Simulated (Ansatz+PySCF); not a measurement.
Results of a calculation; reference values are marked as such.
**Several solutions for singlet SiH₂**

```xyz
3

Si    0.0075   -0.0049   -0.1386
H    -0.0057    1.1043    0.9403
H    -0.0040   -1.0887    0.9444
```

Basis set: def2-SVP (spherical functions). Charge 0, multiplicity 1.

UHF was run from several starts with Ansatz (development build ahead of 0.2.0) and PySCF 2.14.0.

| run | program | start | converged | energy (hartree) | <S²> |
| --- | --- | --- | --- | --- | --- |
| A | PySCF | guess minao, instabilities followed | yes | -289.92763 | 0.36 |
| B | PySCF | guess atom, instabilities followed | yes | -289.92763 | 0.36 |
| C | Ansatz | search for the lowest state | yes | -289.92763 | 0.36 |
| D | PySCF | program defaults | yes | -289.92472 | 0.00 |
| E | PySCF | guess 1e, instabilities followed | yes | -289.92763 | 0.36 |
| F | Ansatz | stability test followed | yes | -289.92763 | 0.36 |
| G | Ansatz | atomic start, no search | yes | -289.92472 | 0.00 |
| H | PySCF | guess huckel, instabilities followed | yes | -289.92763 | 0.36 |

Q: Which runs reached the lowest solution of this kind, and what is wrong with the others?

A: A, B, C, E, F, H reached the lowest solution found. Converged but too high: D by 0.08 eV, G by 0.08 eV. Convergence only shows a stationary point, and even a stable one can lie too high; stability tests and further starts are what find lower ones. Caution: the unrestricted determinant is spin contaminated. Caution: the determinant breaks the point group.
